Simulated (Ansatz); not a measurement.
A nudged elastic band was laid between two geometries of C₃H₆FN (11 atoms, charge 0, multiplicity 1).

Level of theory: RHF/def2-SVP (Ansatz 0.2.0).

```yaml
movable_images: 7
climbing_image: yes
spring: 5.0 eV/Å²
optimiser: quadratic models (default)
start_path: through a guess of the saddle point
force_threshold: 0.05 eV/Å
iteration_limit: 50
end_points: relaxed
```

Image 0:

```xyz
11
Properties=species:S:1:pos:R:3
C 0.687 1.168 1.073
C 0.425 0.028 0.152
F 1.535 -0.669 -0.146
C -0.725 -0.369 -0.361
N -0.917 -1.506 -1.144
H -0.231 1.715 1.280
H 1.414 1.855 0.635
H 1.100 0.811 2.019
H -1.617 0.192 -0.116
H -1.546 -1.364 -1.910
H -0.061 -1.918 -1.461
```

Image 8:

```xyz
11
Properties=species:S:1:pos:R:3
C 0.679 1.142 1.105
C 0.430 0.044 0.131
F 1.530 -0.683 -0.129
C -0.692 -0.266 -0.492
N -0.835 -1.251 -1.468
H -0.237 1.696 1.304
H 1.428 1.837 0.719
H 1.057 0.740 2.047
H -1.574 0.324 -0.282
H -1.679 -1.783 -1.377
H -0.042 -1.858 -1.537
```

(1) What changes between the two ends?

(2) Give the energies along the band, and the barrier.

(3) What is the geometry of the highest image?

(4) What are the harmonic wavenumbers there?

## Answers

(1) No bond is made or broken. The height of N5 over the plane of its neighbours goes from 0.31 to -0.31 Å. The two ends are copies of one structure, up to a mirror image or an exchange of like atoms.

(2) The forces met the threshold. The highest image is number 4 of 0 to 8, 0.085 eV above the ends, which have the same energy within 2 meV. A vibrational analysis at the climbing image gives one clearly imaginary mode, 545i cm⁻¹: a first-order saddle point.

| image | path coordinate (Å) | energy (eV) | height of N5 over the plane of its neighbours (Å) |
| --- | --- | --- | --- |
| 0 | 0.00 | 0.000 | 0.31 |
| 1 | 0.13 | 0.004 | 0.29 |
| 2 | 0.27 | 0.020 | 0.25 |
| 3 | 0.40 | 0.059 | 0.14 |
| 4 | 0.53 | 0.085 | 0.00 |
| 5 | 0.67 | 0.058 | -0.14 |
| 6 | 0.80 | 0.019 | -0.25 |
| 7 | 0.94 | 0.004 | -0.30 |
| 8 | 1.07 | 0.000 | -0.31 |

(3) 
```xyz
11
Properties=species:S:1:pos:R:3
C 0.688 1.168 1.099
C 0.444 0.043 0.155
F 1.553 -0.677 -0.109
C -0.686 -0.319 -0.428
N -0.840 -1.375 -1.292
H -0.231 1.724 1.281
H 1.435 1.857 0.697
H 1.064 0.798 2.056
H -1.578 0.255 -0.218
H -1.724 -1.581 -1.693
H -0.063 -1.950 -1.527
```

(4) 545i, 208, 247, 265, 373, 403, 584, 642, 891, 984, 1073, 1157, 1171, 1318, 1360, 1472, 1544, 1564, 1599, 1748, 1975, 3173, 3240, 3285, 3376, 3866, 4005 cm⁻¹.

Time of the run: 3.1 min on 1 thread of Intel(R) Xeon(R) Platinum 8259CL CPU @ 2.50GHz (Skylake/Cascade Lake), on a shared host, peak memory 0.22 GiB.
